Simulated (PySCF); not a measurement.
# NaBH₄, a cluster of ions: interaction energy

An exercise on one series of results from a longer session: the logs are not shown, and one member is left open.

Programs: PySCF 2.14.0. All values are calculated, for the isolated system unless a continuum is named. Atoms count from 0, parts from 1.

### The system as given

6 atoms, charge 0, multiplicity 1; geometry: GFN2-xTB. Parts: 1 = atom 0, `[Na+]`, charge 1; 2 = atoms 1–5, `[BH4-]`, charge -1.

Set-up of the first run:

What the job is given:

```
{"job": {"xc": "PBE0", "basis": "def2-TZVPD", "d3": "d3bj", "grid": 3, "kind": "geom", "shake": 0.01}, "charge": 0, "multiplicity": 1, "parts": [{"atoms": "0-0", "charge": 1, "multiplicity": 1}, {"atoms": "1-5", "charge": -1, "multiplicity": 1}]}
Na    -0.341396    -0.358630     0.105794
B     -0.502600    -2.067977     1.557681
H     -0.641497    -2.146431     0.270127
H      0.560830    -2.564738     1.871850
H     -1.450773    -2.557215     2.047896
H     -0.466930    -0.808245     1.872862
```

On the command line:

```sh
OMP_NUM_THREADS=1 python cluster_run.py task.json out
```

The driver reads the jobs from task.json and runs them one after another.

Among the steps run: Optimising the geometry at PBE0-D3(BJ)/def2-TZVPD; Coupled-cluster interaction energy: CCSD(T) and MP2, 2.28 Å; Coupled-cluster interaction energy: CCSD(T) and MP2, 2.40 Å; Coupled-cluster interaction energy: CCSD(T) and MP2, 2.51 Å; Coupled-cluster interaction energy: CCSD(T) and MP2, 2.17 Å; Coupled-cluster interaction energy: CCSD(T) and MP2, 2.85 Å; Coupled-cluster interaction energy: CCSD(T) and MP2, 2.05 Å; Coupled-cluster interaction energy: CCSD(T) and MP2, 3.42 Å; Coupled-cluster interaction energy: CCSD(T) and MP2, 4.56 Å.

One table of the session follows, with a row left open; its other results are not shown here.

It belongs to the step «Coupled-cluster interaction energy: CCSD(T) and MP2, 4.56 Å». 

```
                 method  interaction energy (kcal/mol)
         HF/aug-cc-pVDZ                         -74.31
        MP2/aug-cc-pVDZ                         -74.53
       CCSD/aug-cc-pVDZ                         -74.51
    CCSD(T)/aug-cc-pVDZ                              ?
         HF/aug-cc-pVQZ                         -74.38
        MP2/aug-cc-pVQZ                         -74.62
    SCS-MP2/aug-cc-pVQZ                         -74.56
      MP2, extrapolated                         -74.63
CCSD(T), limit estimate                         -74.66
```

Q: Estimate the row for CCSD(T)/aug-cc-pVDZ from the others.

The run gave: interaction energy (kcal/mol): -74.57. In the column «interaction energy (kcal/mol)» it lies between MP2/aug-cc-pVQZ (-74.62) and SCS-MP2/aug-cc-pVQZ (-74.56).
